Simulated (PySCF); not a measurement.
# SiH₂F−: NMR shifts and electronic excitations in gas and solvents

Aim: compute the NMR shifts and electronic excitations of SiH₂F− (`F[SiH2-]`), and see what a dielectric continuum does where one was used.

Computed with PySCF 2.14.0, with density-fitted response routines of our own, on a single molecule, in the gas phase or a continuum. Atoms are numbered from 0 throughout.

## 1. Starting geometry

4 atoms, charge -1, multiplicity 1; geometry from: GFN2-xTB. The atoms were then displaced at random by about 0.01 Å, so the start is not that level's minimum.

Bonds of the start (Å): F0–Si1 1.75, Si1–H2 1.54, Si1–H3 1.53.

## 2. Geometry optimisation at PBE0-D3(BJ)/def2-SVP

The job: settings as JSON, then the geometry in Å.

```
{"job": {"xc": "PBE0", "basis": "def2-SVP", "d3": "d3bj", "grid": 1, "shake": 0.01, "kind": "geom"}, "charge": -1, "multiplicity": 1}
F      1.443000    -0.293190    -0.181990
Si    -0.094890     0.013550     0.584410
H     -0.899480    -1.020280    -0.220730
H     -0.410640     1.274550    -0.214700
```

The run is started by

```sh
$ OMP_NUM_THREADS=1 python probes_run.py task.json out
```

The driver reads the jobs from task.json and runs them one after another.

Output:

```text
step   0  E = -390.17003015  max force = 0.025311
step   1  E = -390.17038064  max force = 0.022397
step   2  E = -390.17289577  max force = 0.010551
step   3  E = -390.17336918  max force = 0.001522
step   4  E = -390.17338445  max force = 0.000385
step   5  E = -390.17338739  max force = 0.000138
optimisation converged
```

It took 1.8 s on 1 thread of AMD EPYC 9B45, shared host; peak memory 0.25 GiB.

Along the way:

| step | energy from step 0 (eV) | largest force component (eV/Å) |
| --- | --- | --- |
| 0 | 0.0000 | 1.3015 |
| 1 | -0.0095 | 1.1517 |
| 2 | -0.0780 | 0.5426 |
| 3 | -0.0909 | 0.0783 |
| 4 | -0.0913 | 0.0198 |
| 5 | -0.0914 | 0.0071 |

Distances of close pairs at the start and the end, largest changes first:

| bond | before (Å) | after (Å) | change (Å) |
| --- | --- | --- | --- |
| Si1–H3 | 1.526 | 1.573 | +0.047 |
| Si1–H2 | 1.538 | 1.573 | +0.036 |
| F0–Si1 | 1.745 | 1.710 | -0.035 |

The end geometry stands in the next job.

| at the end point | value |
| --- | --- |
| point group (found at 0.08 Å tolerance) | Cs |
| rotational constants (GHz, main isotopes) | 108.4, 13.644, 13.521 |

## 3. Shielding tensors: PBE0/pcSseg-1 in chloroform

The job: settings as JSON, then the geometry in Å.

```
{"job": {"kind": "nmr", "xc": "PBE0", "basis": "pcSseg-1", "solvent": "chloroform", "pop": true}, "charge": -1, "multiplicity": 1}
F      1.306050     0.689758     0.292131
Si    -0.048623    -0.327930     0.524814
H     -0.050070    -1.044109    -0.876040
H     -1.171283     0.654969     0.026533
```

Level: GIAO PBE0/pcSseg-1 NMR shielding, non-relativistic, IEF-PCM chloroform.

Output:

```text
coarse grid: 3952 points
cycle   1  E = -390.3337562727  dE = -2.545e-01  |g| = 5.712e-01  |ddm| = 1.676e+00
cycle   2  E = -390.2838708762  dE =  4.989e-02  |g| = 8.640e-01  |ddm| = 1.393e+00
cycle   3  E = -390.3915850200  dE = -1.077e-01  |g| = 3.328e-02  |ddm| = 7.203e-01
cycle   4  E = -390.3919585710  dE = -3.736e-04  |g| = 1.552e-02  |ddm| = 9.622e-02
cycle   5  E = -390.3920144325  dE = -5.586e-05  |g| = 2.437e-03  |ddm| = 2.535e-02
cycle   6  E = -390.3920153681  dE = -9.356e-07  |g| = 1.874e-04  |ddm| = 4.036e-03
final grid: 34280 points
cycle   7  E = -390.4083554432  dE = -5.549e-06  |g| = 1.213e-03  |ddm| = 4.897e-03
cycle   8  E = -390.4083554860  dE = -4.288e-08  |g| = 7.923e-04  |ddm| = 1.366e-03
cycle   9  E = -390.4083555461  dE = -6.006e-08  |g| = 3.114e-04  |ddm| = 6.520e-04
cycle  10  E = -390.4083555596  dE = -1.349e-08  |g| = 3.120e-05  |ddm| = 1.987e-04
cycle  11  E = -390.4083555597  dE = -1.527e-10  |g| = 6.091e-06  |ddm| = 6.481e-05
converged SCF energy = -390.4083555597

GIAO shielding tensors (ppm)
atom      isotropic    diamagn.    paramagn.     s11        s22        s33       span
  0 F      472.003     475.382      -3.378    350.481    447.675    617.854    267.373
  1 Si     323.105     875.406    -552.300     72.244    352.977    544.095    471.850
  2 H       24.898      29.538      -4.640     19.664     25.156     29.874     10.210
  3 H       24.900      29.546      -4.646     19.665     25.157     29.878     10.213
```

It took 1 s on 1 thread of AMD EPYC 9B45, shared host; peak memory 0.29 GiB.

The references, computed at this level on geometries of the same kind, shield at (ppm): 1H TMS 31.25, 29Si TMS 351.9, 19F CFCl3 179.6. Their shielding less the atom's gives the shift. The references are single molecules in the same continuum, so shifts against H2O, NH3, PH3, H3PO4 or CFCl3 are not on the usual liquid scales and can be off by tens of ppm. Atoms listed in one row are averaged.

| atoms | environment | σ (ppm) | δ (ppm) |
| --- | --- | --- | --- |
| H2, H3 | hydrogen on a silicon bonded to F | 24.90 | 6.35 |
| F0 | fluorine bonded to Si | 472.0 | -292.4 |
| Si1 | silicon bonded to F, 2 H | 323.1 | 28.7 |

The run also stored atomic charges by several schemes (e):

| atoms | Mulliken | IAO | Hirshfeld | ESP fit |
| --- | --- | --- | --- | --- |
| F0 | -0.56 | -0.61 | -0.34 | -0.21 |
| Si1 | 0.15 | 0.04 | -0.25 | -0.70 |

Mayer bond orders: F0–Si1 0.70.

## 4. Nuclear shieldings: PBE0/pcSseg-1 in dichloromethane

The job: settings as JSON, then the geometry in Å.

```
{"job": {"kind": "nmr", "xc": "PBE0", "basis": "pcSseg-1", "solvent": "dichloromethane", "pop": false}, "charge": -1, "multiplicity": 1}
F      1.306050     0.689758     0.292131
Si    -0.048623    -0.327930     0.524814
H     -0.050070    -1.044109    -0.876040
H     -1.171283     0.654969     0.026533
```

With the program's defaults for keys left out, this is: GIAO PBE0/pcSseg-1 NMR shielding, non-relativistic, IEF-PCM dichloromethane.

Output:

```text
coarse grid: 3952 points
cycle   1  E = -390.3436743682  dE = -2.644e-01  |g| = 5.707e-01  |ddm| = 1.676e+00
cycle   2  E = -390.2952230750  dE =  4.845e-02  |g| = 8.589e-01  |ddm| = 1.359e+00
cycle   3  E = -390.4011709719  dE = -1.059e-01  |g| = 3.283e-02  |ddm| = 6.981e-01
cycle   4  E = -390.4015367657  dE = -3.658e-04  |g| = 1.536e-02  |ddm| = 9.516e-02
cycle   5  E = -390.4015911639  dE = -5.440e-05  |g| = 2.440e-03  |ddm| = 2.503e-02
cycle   6  E = -390.4015921062  dE = -9.423e-07  |g| = 1.857e-04  |ddm| = 3.909e-03
final grid: 34280 points
cycle   7  E = -390.4179324365  dE = -5.552e-06  |g| = 1.208e-03  |ddm| = 4.918e-03
cycle   8  E = -390.4179324771  dE = -4.059e-08  |g| = 7.995e-04  |ddm| = 1.326e-03
cycle   9  E = -390.4179325383  dE = -6.120e-08  |g| = 3.139e-04  |ddm| = 6.495e-04
cycle  10  E = -390.4179325520  dE = -1.367e-08  |g| = 3.052e-05  |ddm| = 1.970e-04
cycle  11  E = -390.4179325521  dE = -1.444e-10  |g| = 5.980e-06  |ddm| = 6.333e-05
converged SCF energy = -390.4179325521

GIAO shielding tensors (ppm)
atom      isotropic    diamagn.    paramagn.     s11        s22        s33       span
  0 F      471.577     475.432      -3.856    350.369    447.585    616.776    266.406
  1 Si     323.277     875.423    -552.146     72.957    352.936    543.939    470.983
  2 H       24.922      29.558      -4.635     19.712     25.167     29.888     10.176
  3 H       24.925      29.567      -4.641     19.714     25.169     29.894     10.180
```

Wall time 0.49 s (1 thread of AMD EPYC 9B45, shared host); peak memory 0.29 GiB.

In short: δ F0 -291.5, Si1 28.5, H2 6.32 ppm (means over like atoms).

## 5. TDDFT and polarisability: CAM-B3LYP/def2-SVPD

The job: settings as JSON, then the geometry in Å.

```
{"job": {"kind": "uv", "xc": "CAM-B3LYP", "basis": "def2-SVPD", "dynamic": true, "nstates": 6, "ntriplets": 0}, "charge": -1, "multiplicity": 1}
F      1.306050     0.689758     0.292131
Si    -0.048623    -0.327930     0.524814
H     -0.050070    -1.044109    -0.876040
H     -1.171283     0.654969     0.026533
```

Method: TDDFT CAM-B3LYP/def2-SVPD, vertical, gas phase, core orbitals frozen in the response.

Output:

```text
coarse grid: 3952 points
cycle   1  E = -390.2941546140  dE = -2.547e-01  |g| = 5.346e-01  |ddm| = 1.779e+00
cycle   2  E = -390.2489786868  dE =  4.518e-02  |g| = 8.123e-01  |ddm| = 1.201e+00
cycle   3  E = -390.3537225139  dE = -1.047e-01  |g| = 2.308e-02  |ddm| = 4.602e-01
cycle   4  E = -390.3539677139  dE = -2.452e-04  |g| = 7.940e-03  |ddm| = 1.823e-01
cycle   5  E = -390.3540021761  dE = -3.446e-05  |g| = 2.193e-03  |ddm| = 7.477e-02
cycle   6  E = -390.3540063261  dE = -4.150e-06  |g| = 4.940e-04  |ddm| = 3.191e-02
final grid: 34280 points
cycle   7  E = -390.4013222712  dE = -2.773e-06  |g| = 1.230e-03  |ddm| = 1.109e-02
cycle   8  E = -390.4013222038  dE =  6.735e-08  |g| = 1.582e-03  |ddm| = 4.121e-03
cycle   9  E = -390.4013225930  dE = -3.892e-07  |g| = 8.801e-05  |ddm| = 1.038e-03
cycle  10  E = -390.4013226007  dE = -7.751e-09  |g| = 3.022e-05  |ddm| = 9.688e-04
cycle  11  E = -390.4013226022  dE = -1.485e-09  |g| = 5.714e-06  |ddm| = 6.106e-04
cycle  12  E = -390.4013226023  dE = -5.343e-11  |g| = 1.440e-06  |ddm| = 1.183e-04
converged SCF energy = -390.4013226023

Static polarisability (au): isotropic 51.668, principal 45.436 52.806 56.762

Singlet excitations
state   eV       nm        f      main configurations
  1   3.9594    313.1   0.09797   H->L 0.74, H->L+1 0.24
  2   4.1756    296.9   0.06837   H->L+1 0.74, H->L 0.24
  3   5.3552    231.5   0.21914   H->L+2 0.96
  4   6.2728    197.7   0.00456   H->L+3 0.69, H->L+4 0.27
  5   6.5983    187.9   0.07659   H-1->L+1 0.53, H-1->L 0.43
  6   6.6623    186.1   0.20519   H->L+4 0.69, H->L+3 0.27
```

It took 0.94 s on 1 thread of AMD EPYC 9B45, shared host; peak memory 0.31 GiB.

The orbitals next to the gap, with their largest atomic shares:

| orbital | eV | atoms |
| --- | --- | --- |
| HOMO−3 | -7.44 | F0 88 %, Si1 9 % |
| HOMO−2 | -6.82 | F0 58 %, Si1 24 %, H3 9 % |
| HOMO−1 | -3.80 | Si1 37 %, H2 26 %, H3 26 % |
| HOMO | -0.95 | Si1 66 %, F0 12 %, H2 11 % |
| LUMO | 5.97 | Si1 77 %, H2 8 %, H3 8 % |
| LUMO+1 | 6.56 | Si1 54 %, F0 18 %, H3 14 % |
| LUMO+2 | 7.30 | Si1 73 %, H2 9 %, H3 9 % |

With each of the 6 states as a Gaussian band of 0.4 eV half-width at 1/e, the curve within the window shown has maxima at 306 nm (ε 6,300), 231 nm (ε 8,900), 187 nm (ε 11,000) L/(mol cm). Beyond the last state computed it falls off for lack of states. The curve at chosen wavelengths:

(nm, ε (L/mol/cm)): (178, 6098), (186, 11401), (193, 8499), (201, 3063), (208, 1628), (216, 3653), (224, 7293), (231, 8869), (239, 7423), (246, 4767), (254, 2305), (262, 1275), (269, 1419), (277, 2407), (284, 3657), (292, 5074), (300, 6031), (307, 6276), (315, 5880), (322, 5102), (330, 3987), (338, 2878), (345, 2045), (353, 1308), (360, 847), (368, 494)

Ground-state properties from the same run:

| property | computed |
| --- | --- |
| polarisability (Å³) | 7.66 |
| HOMO–LUMO gap (eV) | 6.91 |
| −ε(HOMO) (eV) | 0.95 |
| C6 with itself (au) | 652 |

## 6. Excited states and response: CAM-B3LYP/def2-SVPD in chloroform

The job: settings as JSON, then the geometry in Å.

```
{"job": {"kind": "uv", "xc": "CAM-B3LYP", "basis": "def2-SVPD", "solvent": "chloroform", "nstates": 6, "ntriplets": 0}, "charge": -1, "multiplicity": 1}
F      1.306050     0.689758     0.292131
Si    -0.048623    -0.327930     0.524814
H     -0.050070    -1.044109    -0.876040
H     -1.171283     0.654969     0.026533
```

Level: TDDFT CAM-B3LYP/def2-SVPD, vertical, IEF-PCM chloroform (non-equilibrium linear response), core orbitals frozen in the response.

Output:

```text
coarse grid: 3952 points
cycle   1  E = -390.3715550990  dE = -3.320e-01  |g| = 5.303e-01  |ddm| = 1.779e+00
cycle   2  E = -390.3318897184  dE =  3.967e-02  |g| = 7.837e-01  |ddm| = 1.039e+00
cycle   3  E = -390.4277745678  dE = -9.588e-02  |g| = 2.178e-02  |ddm| = 4.593e-01
cycle   4  E = -390.4280116131  dE = -2.370e-04  |g| = 7.597e-03  |ddm| = 1.311e-01
cycle   5  E = -390.4280464320  dE = -3.482e-05  |g| = 2.183e-03  |ddm| = 5.225e-02
cycle   6  E = -390.4280511817  dE = -4.750e-06  |g| = 5.333e-04  |ddm| = 2.363e-02
final grid: 34280 points
cycle   7  E = -390.4753635443  dE = -2.863e-06  |g| = 1.214e-03  |ddm| = 9.714e-03
cycle   8  E = -390.4753635190  dE =  2.531e-08  |g| = 1.537e-03  |ddm| = 3.399e-03
cycle   9  E = -390.4753638866  dE = -3.677e-07  |g| = 9.507e-05  |ddm| = 1.018e-03
cycle  10  E = -390.4753638980  dE = -1.130e-08  |g| = 3.418e-05  |ddm| = 9.049e-04
cycle  11  E = -390.4753639001  dE = -2.133e-09  |g| = 6.730e-06  |ddm| = 5.477e-04
cycle  12  E = -390.4753639001  dE = -6.258e-11  |g| = 1.973e-06  |ddm| = 9.243e-05
converged SCF energy = -390.4753639001

Static polarisability (au): isotropic 63.818, principal 53.425 66.739 71.291

Singlet excitations
state   eV       nm        f      main configurations
  1   4.1023    302.2   0.08682   H->L 0.70, H->L+1 0.28
  2   4.6274    267.9   0.15806   H->L+1 0.71, H->L 0.28
  3   5.3781    230.5   0.28784   H->L+2 0.98
  4   6.5739    188.6   0.10284   H->L+4 0.78, H->L+3 0.20
  5   6.7101    184.8   0.05843   H-1->L 0.66, H-1->L+1 0.30
  6   6.9683    177.9   0.15002   H->L+3 0.75, H->L+4 0.20
```

It took 0.79 s on 1 thread of AMD EPYC 9B45, shared host; peak memory 0.31 GiB.

This run: HOMO -4.99 eV, LUMO 2.44 eV; lowest singlet 4.10 eV.

## 7. Excited states and response: CAM-B3LYP/def2-SVPD in dichloromethane

The job: settings as JSON, then the geometry in Å.

```
{"job": {"kind": "uv", "xc": "CAM-B3LYP", "basis": "def2-SVPD", "solvent": "dichloromethane", "nstates": 6, "ntriplets": 0}, "charge": -1, "multiplicity": 1}
F      1.306050     0.689758     0.292131
Si    -0.048623    -0.327930     0.524814
H     -0.050070    -1.044109    -0.876040
H     -1.171283     0.654969     0.026533
```

Method: TDDFT CAM-B3LYP/def2-SVPD, vertical, IEF-PCM dichloromethane (non-equilibrium linear response), core orbitals frozen in the response.

Output:

```text
coarse grid: 3952 points
cycle   1  E = -390.3814519795  dE = -3.418e-01  |g| = 5.298e-01  |ddm| = 1.779e+00
cycle   2  E = -390.3425589881  dE =  3.889e-02  |g| = 7.798e-01  |ddm| = 1.036e+00
cycle   3  E = -390.4372787457  dE = -9.472e-02  |g| = 2.174e-02  |ddm| = 4.602e-01
cycle   4  E = -390.4375206718  dE = -2.419e-04  |g| = 7.638e-03  |ddm| = 1.279e-01
cycle   5  E = -390.4375572295  dE = -3.656e-05  |g| = 2.252e-03  |ddm| = 5.125e-02
cycle   6  E = -390.4375625840  dE = -5.355e-06  |g| = 5.717e-04  |ddm| = 2.383e-02
final grid: 34280 points
cycle   7  E = -390.4848746108  dE = -2.954e-06  |g| = 1.218e-03  |ddm| = 9.818e-03
cycle   8  E = -390.4848746105  dE =  2.784e-10  |g| = 1.534e-03  |ddm| = 3.500e-03
cycle   9  E = -390.4848749787  dE = -3.682e-07  |g| = 1.038e-04  |ddm| = 1.047e-03
cycle  10  E = -390.4848749935  dE = -1.480e-08  |g| = 3.804e-05  |ddm| = 1.018e-03
cycle  11  E = -390.4848749963  dE = -2.757e-09  |g| = 7.100e-06  |ddm| = 6.129e-04
cycle  12  E = -390.4848749963  dE = -7.157e-11  |g| = 2.032e-06  |ddm| = 9.646e-05
converged SCF energy = -390.4848749963

Static polarisability (au): isotropic 67.074, principal 55.403 70.456 75.363

Singlet excitations
state   eV       nm        f      main configurations
  1   4.1350    299.8   0.08520   H->L 0.74, H->L+1 0.24
  2   4.7056    263.5   0.16352   H->L+1 0.75, H->L 0.24
  3   5.4153    229.0   0.28518   H->L+2 0.98
  4   6.6128    187.5   0.10971   H->L+4 0.80, H->L+3 0.18
  5   6.7322    184.2   0.05664   H-1->L 0.71, H-1->L+1 0.26
  6   7.0322    176.3   0.13899   H->L+3 0.77, H->L+4 0.18
```

Wall time 0.79 s (1 thread of AMD EPYC 9B45, shared host); peak memory 0.31 GiB.

This run: HOMO -5.51 eV, LUMO 1.98 eV; lowest singlet 4.13 eV.

## 8. Run by run: NMR shifts

Shifts (ppm), means over like atoms, with basis size and wall time:

| run | H2 | F0 | Si1 | functions | time |
| --- | --- | --- | --- | --- | --- |
| PBE0/pcSseg-1 in chloroform | 6.35 | -292.4 | 28.7 | 51 | 1 s |
| PBE0/pcSseg-1 in dichloromethane | 6.32 | -291.5 | 28.5 | 51 | 0.49 s |

The continuum's effect on the ground state:

| solvent | ε | polarisation energy (Eh) |
| --- | --- | --- |
| chloroform | 4.71 | -0.0750 |
| dichloromethane | 8.93 | -0.0846 |

## 9. Run by run: electronic excitations

Excitations and ground-state properties, with basis size and wall time:

| run | lowest singlet (eV) | brightest (eV) | f | gap (eV) | α (Å³) | functions | time |
| --- | --- | --- | --- | --- | --- | --- | --- |
| CAM-B3LYP/def2-SVPD | 3.96 | 5.36 | 0.219 | 6.91 | 7.66 | 63 | 0.94 s |
| CAM-B3LYP/def2-SVPD in chloroform | 4.10 | 5.38 | 0.288 | 7.43 | 9.46 | 63 | 0.79 s |
| CAM-B3LYP/def2-SVPD in dichloromethane | 4.13 | 5.42 | 0.285 | 7.49 | 9.94 | 63 | 0.79 s |

The continuum's effect on the ground state:

| solvent | ε | polarisation energy (Eh) |
| --- | --- | --- |
| chloroform | 4.71 | -0.0744 |
| dichloromethane | 8.93 | -0.0840 |

## 10. Results

```
                                                                          quantity                        value
                                                                       point group                           Cs
                                              rotational constants (main isotopes)     108.41, 13.64, 13.52 GHz
1H shifts against TMS (PBE0/pcSseg-1, chloroform, means over atoms taken as alike)                     6.35 ppm
                              19F shifts against CFCl3 (PBE0/pcSseg-1, chloroform)                   -292.4 ppm
                               29Si shifts against TMS (PBE0/pcSseg-1, chloroform)                     28.7 ppm
                                              lowest singlet (CAM-B3LYP/def2-SVPD)  3.96 eV (313 nm), f = 0.098
                                          brightest single state of those computed  state 3, 5.36 eV, f = 0.219
                                                          range of the shift of F0         -292.4 to -291.5 ppm
                                                       range of the lowest singlet              3.96 to 4.13 eV
```

Over 5 steps the energy fell by 0.091 eV; of the close pairs, Si1–H3 changed most, 1.526 to 1.573 Å. At PBE0/pcSseg-1: The widest tensor belongs to Si1: span 472 ppm, with a paramagnetic part of -552 ppm. The lowest singlet, at 3.96 eV, is HOMO→LUMO 0.74, HOMO→LUMO+1 0.24 and is bright; of the 6 states computed, the strongest absorption comes from state 3 at 5.36 eV (the last state computed is bright too, and its partners may lie past the list). The lowest singlet lies above −ε(HOMO); no detachment energy was computed, so the anion's states may not be bound. In ppm, F0 moves most: its shift spreads over 0.9 ppm, from -292.4 (PBE0/pcSseg-1 in chloroform) to -291.5 (PBE0/pcSseg-1 in dichloromethane). Part of that comes from the computed reference. The continuum holds electrostatics alone: no hydrogen bonds to the solvent, and the gas-phase geometry is kept. The lowest singlet runs from 3.96 eV (CAM-B3LYP/def2-SVPD) to 4.13 eV (CAM-B3LYP/def2-SVPD in dichloromethane), while the orbital gap spans 6.91 to 7.49 eV. The lowest state need not be the same one in every run.
